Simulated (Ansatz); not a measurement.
# Relaxing a trial structure of CH2ClF

The starting geometry of this gas-phase singlet was optimised with GFN2-xTB.

```xyz
5

C     0.8222   -1.1594    0.1027
Cl    1.0165    0.7915    0.2154
F    -0.2977   -1.2659   -0.6886
H     1.6650   -1.3745   -0.5934
H     0.2488    0.9357    1.2400
```

Task: Predict what becomes of its bonds when it is optimised with r2SCAN-D4/def2-SVP.

Result: It rearranges to `FCCl`. Contacts that open: Cl2–H5 (1.29 → 2.36 Å). Contacts that close: C1–H5 (2.45 → 1.10 Å).

The energy falls by 4.22 eV over 24 steps:

```csv
step,E − E(last) (eV)
1,4.223
4,3.665
6,3.602
9,3.539
11,3.302
14,2.987
16,2.379
19,0.192
21,0.009
24,0.000
```

Final geometry (Å):

```xyz
5

C     0.7041   -0.5382    0.1137
Cl    0.9487    1.1898   -0.2726
F    -0.2630   -1.0733   -0.6639
H     1.6586   -1.0531   -0.0725
H     0.4065   -0.5978    1.1714
```

No frequencies were run, so the end isn't proven a minimum. Run with Ansatz 0.2.0, 110 s on 1 thread of AMD EPYC (Zen 3) (shared host).
